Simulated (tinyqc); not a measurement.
Inside a calculation. Method: RKS/LDA (VWN5) in the sto-3g basis, for CH2, spin multiplicity 1. One step of it, computed by the program tinyqc.

Task: Orthogonalisation. S = U s U^T; symmetric (Loewdin) form X = U s^(-1/2) U^T, so that X^T S X = 1.

overlap S, order 1C 1s, 1C 2s, 1C 2px, 1C 2py, 1C 2pz, 2H 1s, 3H 1s:
$$\begin{pmatrix}
1.000000 & 0.248362 & 0.000000 & 0.000000 & 0.000000 & 0.061902 & 0.053384 \\
0.248362 & 1.000000 & 0.000000 & 0.000000 & 0.000000 & 0.489273 & 0.453409 \\
0.000000 & 0.000000 & 1.000000 & 0.000000 & 0.000000 & 0.000000 & 0.000000 \\
0.000000 & 0.000000 & 0.000000 & 1.000000 & 0.000000 & 0.418761 & -0.398408 \\
0.000000 & 0.000000 & 0.000000 & 0.000000 & 1.000000 & 0.205325 & 0.195366 \\
0.061902 & 0.489273 & 0.000000 & 0.418761 & 0.205325 & 1.000000 & 0.115510 \\
0.053384 & 0.453409 & 0.000000 & -0.398408 & 0.195366 & 0.115510 & 1.000000
\end{pmatrix}$$

Give: eigenvalues of S; X.

Result:

eigenvalues of S: [0.304, 0.368, 0.887, 1.000, 1.076, 1.522, 1.842]

X, order 1C 1s, 1C 2s, 1C 2px, 1C 2py, 1C 2pz, 2H 1s, 3H 1s:
$$\begin{pmatrix}
1.027 & -0.153 & 0.000 & -0.001 & -0.010 & 0.026 & 0.025 \\
-0.153 & 1.278 & 0.000 & 0.021 & 0.105 & -0.353 & -0.306 \\
0.000 & 0.000 & 1.000 & 0.000 & 0.000 & 0.000 & 0.000 \\
-0.001 & 0.021 & 0.000 & 1.195 & 0.008 & -0.316 & 0.285 \\
-0.010 & 0.105 & 0.000 & 0.008 & 1.044 & -0.145 & -0.130 \\
0.026 & -0.353 & 0.000 & -0.316 & -0.145 & 1.268 & -0.036 \\
0.025 & -0.306 & 0.000 & 0.285 & -0.130 & -0.036 & 1.221
\end{pmatrix}$$
